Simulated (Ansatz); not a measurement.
Predict the output of the script below (the Ansatz DFT code, driven from Python).

`run_composite.py`:
```python
"""A composite energy for H4OSi2: DFT geometry, MP2 basis limit, coupled-cluster correction."""

import ansatz
import numpy as np

geometry_ang = [
    ("Si", (-1.7388, -1.31, -0.0748)),
    ("O", (-0.1836, -0.9225, 0.1152)),
    ("Si", (0.7905, 0.3907, 0.2611)),
    ("H", (-2.2072, -0.5792, -1.3147)),
    ("H", (0.7703, 1.2125, -0.9703)),
    ("H", (0.3898, 1.2165, 1.4381)),
    ("H", (2.2402, -0.0761, 0.4996)),
]
h4osi2 = ansatz.Crystal.molecule()
for symbol, xyz in geometry_ang:
    h4osi2 = h4osi2.atom(symbol, xyz)

calculation = (
    h4osi2.calculation()
    .basis(gaussian="def2-SVP")
    .functional("b3lyp")
)
symbols = [site.symbol for site in h4osi2.cartesian_sites]
start = np.array([site.position_ang for site in h4osi2.cartesian_sites], dtype=float)
r = calculation.relax(force_tolerance=0.01).run(threads=1, backend="cpu").report
end = np.array(r["positions_ang"])
print("final positions (A) and the move of each atom")
for symbol, xyz, old in zip(symbols, end, start):
    print(f"{symbol:2s} {xyz[0]:10.5f} {xyz[1]:10.5f} {xyz[2]:10.5f}   {np.linalg.norm(xyz - old):7.4f}")

minimum = ansatz.Crystal.molecule()
for symbol, place in zip(symbols, end):
    minimum = minimum.atom(symbol, place.tolist())
at_minimum = minimum.calculation()
# MP2 extrapolated to the basis limit, plus the small-basis difference CCSD(T) - MP2
level = lambda method, basis: at_minimum.basis(gaussian=basis).correlation(method).run(threads=1, backend="cpu").report
small, large, cluster = level("mp2", "cc-pVDZ"), level("mp2", "cc-pVTZ"), level("ccsd_t", "cc-pVDZ")
corr = lambda each: (each["free_energy_ev"] - each["reference_energy_ev"]) / 27.211386246
mp2_limit = (27 * corr(large) - 8 * corr(small)) / 19
pieces = {"HF / cc-pVTZ": large["reference_energy_ev"] / 27.211386246, "MP2 correlation, DZ-TZ limit": mp2_limit, "CCSD(T) - MP2 / cc-pVDZ": corr(cluster) - corr(small)}
for name, value in pieces.items():
    print(f"{name:32s} {value:14.6f} Ha")
print(f"{'sum':32s} {sum(pieces.values()):14.6f} Ha")
print("T1 diagnostic", round(cluster["correlation"]["coupled_cluster"]["t1_diagnostic"], 4))
```

```console
$ python run_composite.py
final positions (A) and the move of each atom
Si   -1.74194   -1.49951   -0.21125    0.2335
O    -0.39754   -0.76577    0.45739    0.4329
Si    0.76105    0.43755    0.31977    0.0806
H    -1.87358   -0.60057   -1.47591    0.3711
H     0.52866    1.24066   -0.91629    0.2492
H     0.67878    1.31824    1.51709    0.3164
H     2.10577   -0.19870    0.26342    0.2981
HF / cc-pVTZ                        -655.144361 Ha
MP2 correlation, DZ-TZ limit          -0.504588 Ha
CCSD(T) - MP2 / cc-pVDZ               -0.053022 Ha
sum                                 -655.701971 Ha
T1 diagnostic 0.016
```

What to keep in mind:
- Total energies depend on the basis set; only differences at equal settings carry meaning.
- The sum leaves out core correlation, relativity, the Hartree-Fock basis error and zero-point energy; a DZ-TZ extrapolation is rough.
- b3lyp holds the VWN-RPA fit, as in Gaussian; the form of ORCA and Turbomole is b3lyp5.
- Inner cores stay frozen, so this is valence correlation.
- For Al to Cl the sets with a tight d function, cc-pV(X+d)Z, are usual.
- An extrapolation from small basis sets is rough.
- Timing: 20 s on 1 thread of Intel(R) Xeon(R) 6975P-C (Granite Rapids), with other jobs on the host, peak memory 0.34 GiB.

(A comment or docstring line of the script was reworded after the run, the code is as it ran.)
